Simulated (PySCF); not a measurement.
## BN, triplet: reading a ladder of total energies

Geometry: a PBE0/def2-TZVP stationary point for this spin. The singlet lies 0.2 eV lower here.

```
atom   x (Å)   y (Å)   z (Å)
   B  0.0000  0.0000  0.0000
   N  0.0000  0.0000  1.3155
```

Basis 6-31G; PySCF 2.14.0. Only valence electrons are correlated (noble-gas cores frozen), which leaves 8 electrons in 16 orbitals. R marks a restricted (for open shells ROHF) determinant, U an unrestricted one.

Full CI is exact within this basis and frozen core; it isn't the basis-set limit. The frozen core follows each run's orbitals, which can shift R against U totals by a few meV.

UCCSD has a T1 diagnostic of 0.049 and a largest doubles amplitude of 0.12.

Restricted and unrestricted runs freeze slightly different cores, so the step to full CI, which has another core, is uncertain by up to 0.1 kcal/mol.

```json
{"level": "UHF", "total energy (hartree)": "-78.954776"}
{"level": "UMP2", "total energy (hartree)": "-79.077038"}
{"level": "UCCSD", "total energy (hartree)": "-79.095130"}
{"level": "UCCSD(T)", "total energy (hartree)": "-79.100489"}
{"level": "UCCSDT", "total energy (hartree)": "-79.102148"}
{"level": "full CI", "total energy (hartree)": "-79.102581"}
```

Problem. What is the correlation energy at full CI, and what share of it do UMP2 and UCCSD recover?

Solution. E(corr) = -79.102581 − (-78.954776) = -0.147805 hartree = -4.022 eV. UMP2: -0.122262 / -0.147805 = 82.72 %. UCCSD: -0.140354 / -0.147805 = 94.96 %.

Problem. By how many kcal/mol does UCCSD(T) miss full CI (1 hartree = 627.509 kcal/mol), and which steps make up the rest?

Solution. -79.100489 − (-79.102581) = 0.002092 hartree = 1.31 kcal/mol. Steps: UCCSDT − UCCSD(T) = -1.04, full CI − UCCSDT = -0.27 kcal/mol. Differences between like states or geometries often cancel part of this.
